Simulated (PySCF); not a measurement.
C2H3N. Atoms are numbered in the order given.

```xyz
6

C      0.0000     0.0000    -1.1708
C      0.0000     0.0000     0.2784
N      0.0000     0.0000     1.4273
H      0.8873     0.5123    -1.5456
H      0.0000    -1.0246    -1.5456
H     -0.8873     0.5123    -1.5456
```
Charge 0, spin multiplicity 1.

Geometry optimised at PBE0-D3(BJ)/def2-TZVP.

All values below come from B3LYP/pcSseg-2 in PySCF.

GIAO shieldings, no solvent; atoms alike by connectivity are averaged. δ = σ(ref) − σ: ¹³C against TMS (σ = 181.3 ppm); ¹⁵N against NH3 (σ = 260.3 ppm); ¹H against TMS (σ = 31.68 ppm), references at their B3LYP-D3(BJ)/def2-TZVP geometries, non-relativistic.

| nucleus | atoms | count | δ (ppm) |
|---|---|---|---|
| ¹³C | C2 | 1 | 121.8 |
| ¹³C | C1 | 1 | 0.4 |
| ¹⁵N | N3 | 1 | 296.6 |
| ¹H | H4, H5, H6 | 3 | 1.82 |
